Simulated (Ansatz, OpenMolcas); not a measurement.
OpenMolcas → Ansatz

This OpenMolcas 26.06 job computes triplet [BCl2]+:

coord.xyz:
```
3

Cl    -1.267920     0.785680    -0.605300
B      0.000010     0.000020     0.000000
Cl     1.267910    -0.785700     0.605290
```

calc.input:
```
&GATEWAY
 BasLib=$CurrDir
 Coord=coord.xyz
 Basis=cc-pVTZ
 Group=NoSym

&SEWARD
 GridInput
 Grid=UltraFine
 End of Grid

&SCF
 UHF
 Charge=1
 Spin=3
 KSDFT=revPBE
 Thresholds=1e-10 1e-07 1e-07 1e-05
 PrOrbitals=1
```

```bash
$ export MOLCAS_MEM=1860
$ pymolcas calc.input > calc.log
```

(Basis files named in the input come from the Basis Set Exchange and aren't shown.)

The coordinates come from a PBE0-D4/def2-TZVP relaxation. That shape belongs to the parent species and isn't relaxed for this state.

It gives a total energy of -944.636536 Eh.

**Question.** Write the same calculation for Ansatz 0.2.0 as an input file of the program's own.

**Answer.** One way, which was run:

job.yaml:
```yaml
crystal:
  periodic: [false, false, false]
  atoms:
    - {symbol: Cl, position_ang: [-1.267920, 0.785680, -0.605300]}
    - {symbol: B, position_ang: [0.000010, 0.000020, 0.000000]}
    - {symbol: Cl, position_ang: [1.267910, -0.785700, 0.605290]}
basis:
  gaussian: {orbitals: cc-pVTZ}
output: {orbitals: {seedname: orbitals}}
hamiltonian: {xc: {name: revPBE}}
total_charge: 1
magnetization: {spin_polarized: true, initial_magnetization: 2}
accuracy: high
```

```bash
$ ansatz run job.yaml --threads 1 --pin off --max-ram 3480MiB --events-out events.jsonl --progress --plain --runs-dir runs
```

Its energy is -944.636536 Eh, 0.000 mEh from the first.
